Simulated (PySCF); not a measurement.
C₃H₄N₂O.
Numbering: `[H]/[N:4]=[C:3](/[O:2][CH3:1])[C:5]#[N:6]` (hydrogens: H7, H8, H9 on C1; H10 on N4)

Method: PBE0-D3(BJ)/def2-SVP geometry optimisation, gas phase in PySCF.

(1) List the bond lengths, angles and torsions at this level.

Answers

(1) 
| bond | length (Å) |
| --- | --- |
| C1–O2 | 1.417 |
| O2–C3 | 1.327 |
| C3=N4 | 1.266 |
| C3–C5 | 1.456 |
| C5≡N6 | 1.157 |
| C1–H7, C1–H8, C1–H9 | 1.099 |
| N4–H10 | 1.019 |

Bonds in one row agree within 0.01 Å and their mean is given. A selection of angles:
| angle | degrees |
| --- | --- |
| O2–C1–H7 | 105.9 |
| O2–C1–H8 | 110.7 |
| H7–C1–H8 | 110.7 |
| H8–C1–H9 | 108.2 |
| C1–O2–C3 | 116.0 |
| O2–C3–N4 | 123.8 |
| O2–C3–C5 | 111.4 |
| N4–C3–C5 | 124.8 |
| C3–N4–H10 | 111.8 |
| C3–C5–N6 | 176.0 |

Dihedral angles: C1–O2–C3–N4 0° (synperiplanar); H10–N4–C3–O2 180° (antiperiplanar).

Of the pairs four or more bonds apart, N4···H9 is among the closest relative to their van der Waals radii: 2.63 Å, 96 % of the sum of Bondi's values. The C–N distances run from 1.157 Å (C5≡N6, drawn triple) to 1.266 Å (C3=N4, drawn double), a spread of 0.109 Å. O2 (oxygen bonded to 2 C) is bent (angle 116.0°). The 2 C–O bonds span 1.327 Å (O2–C3, drawn single) to 1.417 Å (C1–O2, drawn single), a spread of 0.090 Å. The 6 heavy atoms lie in one plane (0.002 Å rms).

Point group: Cs (every atom within 0.08 Å of its image). No frequency check. The numbers are those of one conformer.

Time: 28 s of wall time. Hardware: one thread of an Arm Neoverse V1, shared host. That covers the optimisation of the geometry.
